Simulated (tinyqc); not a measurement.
Worked calculation: G0W0 on RHF in the sto-6g basis, for H2F+, spin multiplicity 1. One step of it, computed by the program tinyqc.

Question. G0W0 on Hartree-Fock: LUMO. W(p,q,m) = sqrt2 sum_ia (pq|ia) (X+Y)_ia,m; Sigma_c(x) = sum_(i,m) W^2/(x - e_i + w_m) + sum_(a,m) W^2/(x - e_a - w_m); solve x = e_p + Sigma_c(x) by Newton steps; Z = 1/(1 - dSigma/dx); 1 hartree = 27.211386 eV.

orbital energies (hartree): MO1 -26.917896, MO2 -2.025209, MO3 -1.164567, MO4 -1.039861, MO5 -1.019889, MO6 -0.062730, MO7 0.120088

Two-electron integrals over orbitals (pq|rs), unique and non-zero (hartree):
```
p,q,r,s,(pq|rs)
1,1,1,1,5.381331
2,1,1,1,-0.519091
2,1,2,1,0.081057
2,2,1,1,1.225639
2,2,2,1,-0.021439
2,2,2,2,0.861871
3,1,3,1,0.017411
3,2,3,1,0.025296
3,2,3,2,0.155810
3,3,1,1,0.976032
3,3,2,1,-0.007655
3,3,2,2,0.751579
3,3,3,3,0.724953
4,1,1,1,0.119353
4,1,2,1,-0.016189
4,1,2,2,0.012241
4,1,3,3,0.004081
4,1,4,1,0.029235
4,2,1,1,-0.088720
4,2,2,1,0.007503
4,2,2,2,-0.001106
4,2,3,3,-0.005370
4,2,4,1,0.031539
4,2,4,2,0.164728
4,3,3,1,-0.003032
4,3,3,2,0.007722
4,3,4,3,0.046839
4,4,1,1,1.175334
4,4,2,1,-0.013788
4,4,2,2,0.828309
4,4,3,3,0.711424
4,4,4,1,-0.010420
4,4,4,2,-0.084981
4,4,4,4,0.903566
5,1,5,1,0.030383
5,2,5,1,0.039197
5,2,5,2,0.183297
5,3,5,3,0.037580
5,4,5,1,-0.008372
5,4,5,2,-0.030424
5,4,5,4,0.053688
5,5,1,1,1.265979
5,5,2,1,-0.013582
5,5,2,2,0.884638
5,5,3,3,0.739837
5,5,4,1,0.002962
5,5,4,2,-0.046766
5,5,4,4,0.842658
5,5,5,5,0.998085
6,1,1,1,0.222497
6,1,2,1,-0.036295
6,1,2,2,0.005944
6,1,3,3,0.002304
6,1,4,1,-0.004581
6,1,4,2,-0.017868
6,1,4,4,0.011681
6,1,5,5,0.005463
6,1,6,1,0.021650
6,2,1,1,-0.292995
6,2,2,1,0.008641
6,2,2,2,-0.142647
6,2,3,3,-0.086236
6,2,4,1,-0.016533
6,2,4,2,-0.040855
6,2,4,4,-0.109038
6,2,5,5,-0.149403
6,2,6,1,0.002858
6,2,6,2,0.072264
6,3,3,1,-0.003674
6,3,3,2,0.029344
6,3,4,3,0.018492
6,3,6,3,0.073381
6,4,1,1,-0.249611
6,4,2,1,0.002664
6,4,2,2,-0.135651
6,4,3,3,-0.077762
6,4,4,1,-0.007233
6,4,4,2,-0.001083
6,4,4,4,-0.142562
6,4,5,5,-0.138077
6,4,6,1,0.001928
6,4,6,2,0.059069
6,4,6,4,0.067051
6,5,5,1,-0.013826
6,5,5,2,-0.052876
6,5,5,4,-0.007616
6,5,6,5,0.024929
6,6,1,1,0.671353
6,6,2,1,-0.005651
6,6,2,2,0.554827
6,6,3,3,0.544131
6,6,4,1,0.014860
6,6,4,2,0.064024
6,6,4,4,0.525105
6,6,5,5,0.532708
6,6,6,1,-0.003772
6,6,6,2,-0.045751
6,6,6,4,-0.023621
6,6,6,6,0.535476
7,1,3,1,0.017539
7,1,3,2,0.024444
7,1,4,3,-0.003158
7,1,6,3,-0.003474
7,1,7,1,0.017685
7,2,3,1,0.017775
7,2,3,2,0.068465
7,2,4,3,-0.020034
7,2,6,3,-0.025630
7,2,7,1,0.017266
7,2,7,2,0.057544
7,3,1,1,0.432214
7,3,2,1,-0.008066
7,3,2,2,0.215737
7,3,3,3,0.163824
7,3,4,1,-0.001112
7,3,4,2,-0.052030
7,3,4,4,0.208946
7,3,5,5,0.235132
7,3,6,1,0.004690
7,3,6,2,-0.072089
7,3,6,4,-0.080146
7,3,6,6,0.015792
7,3,7,3,0.161835
7,4,3,1,-0.006738
7,4,3,2,-0.050979
7,4,4,3,0.010204
7,4,6,3,-0.041261
7,4,7,1,-0.006747
7,4,7,2,-0.011427
7,4,7,4,0.044893
7,5,5,3,0.025806
7,5,7,5,0.020382
7,6,3,1,-0.010096
7,6,3,2,-0.096049
7,6,4,3,-0.046140
7,6,6,3,-0.090983
7,6,7,1,-0.009933
7,6,7,2,0.002718
7,6,7,4,0.057152
7,6,7,6,0.167068
7,7,1,1,0.802427
7,7,2,1,-0.007661
7,7,2,2,0.612799
7,7,3,3,0.611512
7,7,4,1,0.002725
7,7,4,2,0.004770
7,7,4,4,0.592333
7,7,5,5,0.601588
7,7,6,1,0.002659
7,7,6,2,-0.046384
7,7,6,4,-0.030784
7,7,6,6,0.531993
7,7,7,3,0.075860
7,7,7,7,0.575012
```

excitation energies w (hartree): 1.005781  1.053206  1.162608  1.180037  1.315839  1.561733  2.137548  2.259165  26.898431  27.073339

X + Y:
```
,1,2,3,4,5,6,7,8,9,10
1>6,0.000000,-0.000410,0.000000,0.000000,0.000000,-0.000672,-0.000292,0.000000,0.999195,0.000000
1>7,0.000000,0.000000,0.000895,0.000000,0.000413,0.000000,0.000000,-0.002526,0.000000,0.999347
2>6,0.000000,-0.087030,0.000000,0.000000,0.000000,0.283734,0.924958,0.000000,0.000031,0.000000
2>7,0.000000,0.000000,0.059436,0.000000,-0.021159,0.000000,0.000000,0.973406,0.000000,0.000203
3>6,0.000000,0.000000,0.706949,0.000000,-0.627873,0.000000,0.000000,-0.030163,0.000000,-0.000021
3>7,0.000000,0.256968,0.000000,0.000000,0.000000,0.856550,-0.180057,0.000000,0.000033,0.000000
4>6,0.000000,0.934758,0.000000,0.000000,0.000000,-0.165948,0.080528,0.000000,0.000010,0.000000
4>7,0.000000,0.000000,0.685322,0.000000,0.682839,0.000000,0.000000,-0.012889,0.000000,-0.000043
5>6,0.975529,0.000000,0.000000,0.000000,0.000000,0.000000,0.000000,0.000000,0.000000,0.000000
5>7,0.000000,0.000000,0.000000,0.982880,0.000000,0.000000,0.000000,0.000000,0.000000,0.000000
```

Give: The 12 largest terms at x = e_p; Newton steps; quasiparticle energy of the LUMO; Hartree-Fock value.

Answer.

The 12 largest terms at x = e_p (hartree; W for the signs of X + Y given):
```
q,m,W,term
7,5,0.1359,-0.0123
3,5,-0.1042,0.0045
4,7,0.1053,0.0036
2,7,0.1196,0.0035
4,6,-0.0891,0.0031
6,7,-0.0666,-0.0021
2,6,-0.0722,0.0015
4,2,0.0522,0.0013
7,3,-0.0354,-0.0009
2,2,0.0430,0.0006
5,1,0.0344,0.0006
3,3,0.0312,4.30e-04
```

Newton steps (hartree):
```
step,x,Sigma_c(x),Z
0,-0.0627,0.0038,0.9830
1,-0.0590,0.0038,0.9830
2,-0.0590,0.0038,0.9830
```

quasiparticle energy of the LUMO = -1.6044 eV

Hartree-Fock value = -1.7070 eV
